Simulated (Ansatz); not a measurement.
# C2H8Si: the cost of one run

Program: Ansatz 0.2.0, Gaussian basis. Level of theory: PBE0-D4, def2-SVP first, then def2-TZVP. These are calculated values, not measurements.

115 further runs of the same task are left out: 1 that didn't finish, 114 set aside as unsound or not needed.

## Step 1: The system as given

The guess: 11 atoms, charge 0, spin multiplicity 1.

Atoms are counted from 1 here; the program's logs count them from 0.

Bond lengths: Si1–H4 1.468 Å, Si1–C5 1.903 Å, C2–H6 1.079 Å, C2–H7 1.099 Å, C2–H8 1.078 Å, C5–H9 1.089 Å, C5–H10 1.088 Å, C5–H11 1.094 Å. Angles: H4–Si1–C5 105.1°, H6–C2–H7 106.2°, H6–C2–H8 113.4°, H7–C2–H8 104.4°, Si1–C5–H9 111.5°, Si1–C5–H10 109.8°, Si1–C5–H11 114.0°, H9–C5–H10 106.7°, H9–C5–H11 107.6°, H10–C5–H11 106.9°.

Coordinates:

```
Si   -1.1664    0.1947   -0.2267
C     0.3713   -1.3605   -0.3446
H    -0.3442   -0.9448   -1.4588
H    -1.5895   -0.4277    1.0332
C     0.0285    1.5840    0.2851
H    -0.1846   -2.0971    0.2147
H     1.1109   -1.9178   -0.9358
H     0.9614   -0.7064    0.2768
H     0.7608    1.7869   -0.4947
H    -0.5251    2.5079    0.4415
H     0.5769    1.3807    1.2094
```

Distances that are to change: C2–H3 1.39 Å, Si1–C2 2.19 Å, Si1–H3 1.87 Å.

## Step 2: Relaxing the guess with the reacting distances held

File hold/in.yaml:

```yaml
crystal:
  periodic: [false, false, false]
  atoms:
    - {symbol: Si, position_ang: [-1.166400, 0.194700, -0.226700]}
    - {symbol: C, position_ang: [0.371300, -1.360500, -0.344600]}
    - {symbol: H, position_ang: [-0.344200, -0.944800, -1.458800]}
    - {symbol: H, position_ang: [-1.589500, -0.427700, 1.033200]}
    - {symbol: C, position_ang: [0.028500, 1.584000, 0.285100]}
    - {symbol: H, position_ang: [-0.184600, -2.097100, 0.214700]}
    - {symbol: H, position_ang: [1.110900, -1.917800, -0.935800]}
    - {symbol: H, position_ang: [0.961400, -0.706400, 0.276800]}
    - {symbol: H, position_ang: [0.760800, 1.786900, -0.494700]}
    - {symbol: H, position_ang: [-0.525100, 2.507900, 0.441500]}
    - {symbol: H, position_ang: [0.576900, 1.380700, 1.209400]}
basis:
  gaussian: {orbitals: def2-SVP}
hamiltonian: {xc: pbe0, dispersion: d4}
relax: {f_tol: 0.08, max_steps: 120, escape_saddle: false, constraints: [{distance: [1, 2]}, {distance: [0, 1]}, {distance: [0, 2]}]}
```

Run with:

```sh
> ansatz run in.yaml --threads 2 --pin off --events-out ev --progress --plain --max-ram 4352MiB
```

**Question.** How long does this run take on 2 threads of Arm Neoverse V2, shared host?

About 5.5 s.
